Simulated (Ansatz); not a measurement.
**Worked example: SiH2(CH3)Cl + MgH → SiH2(CH3) + MgHCl**

Gas-phase species: SiH2(CH3)Cl ((chlorosilyl)methane), singlet; MgH, doublet; SiH2(CH3), doublet; MgHCl `[MgH][Cl]`, singlet. A radical takes Cl: the energy is the difference in strength between the Si–Cl bond broken and the Mg–Cl bond made.

Shapes, held fixed at every level: PBE0-D4/def2-TZVP. Programs: Ansatz 0.2.0. The zero-point and thermal change to 298 K, harmonic and unscaled (PBE0-D4/def2-TZVP), is -2.2 kJ/mol.

At CCSD(T)/def2-TZVPP; 1 Eh = 2625.50 kJ/mol:

```
    species  energy (Eh)
SiH2(CH3)Cl  -789.878086
        MgH  -200.357447
  SiH2(CH3)  -330.037057
      MgHCl  -660.200097
```

Question: Work out ΔH(298 K) of the reaction at this level.

Answer: 
1. Products less reactants: (-330.037057) + (-660.200097) − [(-789.878086) + (-200.357447)] = -0.001621 Eh = -4.3 kJ/mol.
2. With the thermal change: -4.3 + (-2.2) = -6.5 kJ/mol.

Other levels give -21.2 (MP2/def2-SVP) to -1.8 kJ/mol (PBE0-D4/def2-TZVPP). No measured value is set beside it here. Open shells run unrestricted. Outer-core shells of Mg are correlated, in sets that cover them unevenly. Sets without diffuse functions underbind ionic bonds of s-block metals.
